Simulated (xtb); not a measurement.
**GFN2-xTB (hydrogen mass 4 u, md dump 20 fs, md temperature 100 K, md time 0.5 ps) run of triplet C3H3F**

We compute an optimisation and a trajectory of triplet C3H3F. 

The calculation is run with xtb 6.7.1.

2 further runs of the same task are left out: 2 set aside as unsound or not needed.

### Step 1. The system as given

C3H3F: 7 atoms, total charge 0, spin state triplet. SMILES of the parent species: `FC1C=C1`. Geometry: optimised at GFN2-xTB. The run starts from this shape.

Bond lengths: F1–C2 1.385 Å, C2–C3 1.479 Å, C2–C4 1.479 Å, C3–C4 1.307 Å, C2–H5 1.083 Å, C3–H6 1.062 Å, C4–H7 1.062 Å. Some angles: F1–C2–C3 118.3°, F1–C2–C4 118.3°, C3–C2–C4 52.4°, C2–C3–C4 63.8°, C2–C4–C3 63.8°, F1–C2–H5 108.3°, C3–C2–H5 125.0°, C4–C2–H5 125.1°, C2–C3–H6 145.4°, C4–C3–H6 150.7°.

### Step 2. An optimisation and a trajectory at GFN2-xTB (hydrogen mass 4 u, md dump 20 fs, md temperature 100 K, md time 0.5 ps)

The input, detailed.inp:

```
$chrg 0
$spin 2
$md
   temp=100
   time=0.5
   step=4
   dump=20
   hmass=4
   shake=1
   nvt=false
$opt
   hessian=swart
$end
```

The input, coord:

```
$coord angs
    -1.5286000    -0.9801500     0.0108500  F
    -0.5209400    -0.1490900    -0.4505100  C
     0.1953100     0.6958700     0.5301700  C
     0.8460800    -0.3436400     0.0792600  C
    -0.7593300     0.1428300    -1.4661800  H
     0.1280200     1.5401100     1.1702700  H
     1.7007700    -0.9738300     0.0805400  H
$end
```

Started as:

```
$ xtb coord --omd --gfn 2 --input detailed.inp --parallel 1 | tee run.log
```

What values should one expect? Wanted: potential energy of the last frame.

Computed results:

At GFN2-xTB (hydrogen mass 4 u, md dump 20 fs, md temperature 100 K, md time 0.5 ps):

| quantity | value |
| --- | --- |
| potential energy of the last frame | -12.44007 Eh |
